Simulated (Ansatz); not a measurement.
**BH5SSi: one structure at several levels**

An exercise on one series of results from a longer session: the logs are not shown, and one member is left open.

The runs use Ansatz 0.2.0, Gaussian basis; single points in def2-TZVPP.

Correlated methods freeze the cores.

## Starting geometry

8 atoms, charge 0, spin multiplicity 1.

Atoms are counted from 1 here; the program's logs count them from 0.

Bond lengths: Si1–B2 1.832 Å, Si1–H4 1.603 Å, Si1–H5 1.504 Å, Si1–H6 1.662 Å, B2–S3 1.882 Å, B2–H7 1.005 Å, S3–H8 1.593 Å. Angles: B2–Si1–H4 108.3°, B2–Si1–H5 109.7°, B2–Si1–H6 115.7°, H4–Si1–H5 103.0°, H4–Si1–H6 100.7°, H5–Si1–H6 117.7°, Si1–B2–S3 123.5°, Si1–B2–H7 134.8°, S3–B2–H7 99.6°, B2–S3–H8 106.4°.

Geometry (Å):

```xyz
8
BH5SSi
Si   -0.45380    0.69660   -0.47550
B     0.28700   -0.13320    0.98010
S     1.04630   -1.85370    0.92030
H    -1.54210   -0.29000   -1.11790
H     0.57420    0.82220   -1.56610
H    -1.39680    2.02500   -0.14510
H     0.64580    0.17800    1.86610
H     0.74150   -2.42850   -0.53380
```

Set-up of the first run:

run/in.yaml reads:

```yaml
crystal:
  periodic: [false, false, false]
  atoms:
    - {symbol: Si, position_ang: [-0.453800, 0.696600, -0.475500]}
    - {symbol: B, position_ang: [0.287000, -0.133200, 0.980100]}
    - {symbol: S, position_ang: [1.046300, -1.853700, 0.920300]}
    - {symbol: H, position_ang: [-1.542100, -0.290000, -1.117900]}
    - {symbol: H, position_ang: [0.574200, 0.822200, -1.566100]}
    - {symbol: H, position_ang: [-1.396800, 2.025000, -0.145100]}
    - {symbol: H, position_ang: [0.645800, 0.178000, 1.866100]}
    - {symbol: H, position_ang: [0.741500, -2.428500, -0.533800]}
basis:
  gaussian: {orbitals: def2-TZVPP}
correlation: {method: ccsd_t}
output: {forces: true}
```

The command line of these runs was not kept.

Among the steps run: CCSD(T)/def2-TZVPP; PBE0-D4/def2-TZVPP; wB97M-V/def2-TZVPP; r2SCAN-D4/def2-TZVPP; PBE-D4/def2-TZVPP; SPW92/def2-TZVPP; revPBE-D4/def2-TZVPP.

One of the session's tables, all rows but one given; the rest of the session is left out.

```
   method  RMS force component (eV/Å)  angle to CCSD(T) forces (°)  dipole (D)
  CCSD(T)                       2.587                    reference        0.36
  PBE0-D4                           ?                            ?           ?
  wB97M-V                       2.575                          1.8        0.34
r2SCAN-D4                       2.540                          2.7        0.39
   PBE-D4                       2.501                          4.9        0.47
    SPW92                       2.535                          7.7        0.53
revPBE-D4                       2.500                          4.7        0.46
```

Q: Estimate the row for PBE0-D4 from the others.

**Answer.** RMS force component (eV/Å): 2.588; angle to CCSD(T) forces (°): 2.5; dipole (D): 0.36. In the column «RMS force component (eV/Å)» it is the highest.
